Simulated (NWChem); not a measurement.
Correlation energy of ammonia (H$_{3}$N)

```xyz
4

N      0.0016     0.1283     0.0000
H     -0.4728    -0.2934     0.8124
H     -0.4728    -0.2934    -0.8124
H      0.9343    -0.3110     0.0000
```
Charge 0, spin multiplicity 1.

Program: NWChem. The geometry was optimised at PBE/def2-SVP, a minimum by its harmonic frequencies.

Basis set: cc-pVTZ. Each correlation energy counts from its own Hartree-Fock reference.

The correlated methods keep 1 core orbital frozen. No row is a measurement; the coupled-cluster row has its own basis-set and correlation limits.

```tsv
method	correlation energy (mHa)
RI-MP2	-236.5
MP2	-236.6
SCS-MP2	(withheld)
CR-CCSD[T]	-256.1
CR-CCSD(T)	-255.9
CCSD	(withheld)
CCSD+T(CCSD)	-257.2
CCSD(T)	(withheld)
```

Task: Some entries are withheld; supply them.

Result: 
- SCS-MP2, correlation energy (mHa): -238.6
- CCSD, correlation energy (mHa): -249.1
- CCSD(T), correlation energy (mHa): -257.0
